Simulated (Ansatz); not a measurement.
# SiH3+ (quintet): wave-function methods side by side, aug-cc-pVDZ

How much of the correlation energy of SiH3+ (quintet) does each wave-function method recover here?

Method: aug-cc-pVDZ, core rule «outside noble gas», up to 5 orbitals frozen; program: Ansatz 0.2.0, Gaussian basis.

Plan: UHF; CCSD(T) on ROHF; CCSD(T) on UHF; BCCD(T) on ROHF; CISD as a restricted active space (open shells left free, so some higher excitations enter); CCSDT(Q) on ROHF; CCSDT(Q) on UHF; CCSDTQ on ROHF.

7 further runs of the same task are left out: 3 for a known fault of the program, 1 that didn't finish, 3 set aside as unsound or not needed. Runs told in other sessions of the task aren't counted.

## 1. What is computed

The geometry is a PBE0/def2-TZVP stationary point (not a proven minimum) of the parent state, kept for this charge and spin.

4 atoms, charge 1, spin multiplicity 5.

Atoms are counted from 1 here; the program's logs count them from 0.

Bond lengths: Si1–H2 1.492 Å, Si1–H3 1.694 Å, Si1–H4 1.694 Å. Angles: H2–Si1–H3 105.3°, H2–Si1–H4 105.3°, H3–Si1–H4 30.1°.

## 2. UHF

Contents of in.yaml:

```yaml
crystal:
  periodic: [false, false, false]
  atoms:
    - {symbol: Si, position_ang: [0.000000, 0.067650, -0.078712]}
    - {symbol: H, position_ang: [0.000000, -1.225497, -0.823444]}
    - {symbol: H, position_ang: [0.439321, -0.329762, 1.508342]}
    - {symbol: H, position_ang: [-0.439321, -0.329762, 1.508342]}
basis:
  gaussian: {orbitals: aug-cc-pVDZ}
total_charge: 1
magnetization: {spin_polarized: true, initial_magnetization: 4}
hamiltonian: {xc: hf}
output: {orbitals: {seedname: orbitals}}
```

Launch:

```bash
> ansatz run in.yaml --threads 1 --pin off --events-out ev --progress --plain --max-ram 4160MiB --backend cpu
```

Further steps of the session: CCSD(T) on ROHF; CCSD(T) on UHF; BCCD(T) on ROHF; CISD as a restricted active space (open shells left free, so some higher excitations enter); CCSDT(Q) on ROHF; CCSDT(Q) on UHF; CCSDTQ on ROHF.

Q: Predict the results of all the runs planned. Wanted: RCCSDTQ from the RHF energy; RMP2 from RCCSDTQ; UMP2 from RCCSDTQ; RCCSD from RCCSDTQ; RCCSD(T) from RCCSDTQ; UCCSD(T) from RCCSDTQ; RCCSDT(Q) from RCCSDTQ; UCCSDT(Q) from RCCSDTQ; T1 diagnostic.

**Answer**, as computed:

| quantity | value |
| --- | --- |
| RCCSDTQ from the ROHF energy | -2.2558 eV |
| RMP2 from RCCSDTQ | +629.6 meV |
| UMP2 from RCCSDTQ | +634.4 meV |
| RCCSD from RCCSDTQ | +83.7 meV |
| RCCSD(T) from RCCSDTQ | +27.1 meV |
| UCCSD(T) from RCCSDTQ | +26.9 meV |
| RCCSDT(Q) from RCCSDTQ | +0.5 meV |
| UCCSDT(Q) from RCCSDTQ | 0.0 meV |
| levels within 1 kcal/mol (43 meV) | RCCSD(T), UCCSD(T), BCCD(T), RCCSDT, UCCSDT, RCCSDT(Q), UCCSDT(Q) |
| T1 diagnostic | 0.035 |

RCCSD(T) lands +27.1 meV from the yardstick (1.2 % of the correlation energy). These misses are within one basis, not against nature; the frozen cores of restricted and unrestricted runs differ, which can shift their rows.

With open shells the CI space here admits some higher excitations, so it is larger than plain CISD.
